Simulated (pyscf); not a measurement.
PySCF, gas phase, ωB97X-D3(BJ)/def2-SVP geometries.

**Question.** Estimate the classical barrier height and the reaction energy of :HSi–PH₂ [singlet] + H₂O → HO–SiH=PH + H₂ at ωB97M-D3(BJ)/def2-TZVP. The step runs on the singlet surface, breaks H–P, H–O and forms O–Si, H–H; take the separated reactants as zero.

**Answer.** ΔE‡ = 1.00 eV, ΔE = -1.31 eV. Zero-point energy shifts the barrier by -0.02 eV. It is a concerted two-bond exchange, with an imaginary mode of 970i cm⁻¹. On the reactant side the descent ends in an adduct with a O–Si contact, 0.66 eV under the separated species and 1.68 eV under the saddle at ωB97X-D3(BJ)/def2-TZVP. What is counted as formed (O–Si) is already present as a longer contact in the reactant adduct; forming that adduct is a step of its own. The same reactants have a lower exit, to HO–Si:–PH₂ [singlet] + H₂ (barrier +0.33 eV at ωB97M-D3(BJ)/def2-TZVP, against +1.00 eV here). :HSi–PH₂ [singlet] lies 0.50 eV over its isomer H₂Si=PH (electronic energy, ωB97M-D3(BJ)/def2-TZVP). This is the saddle that the search found; another between the same sides may lie lower.
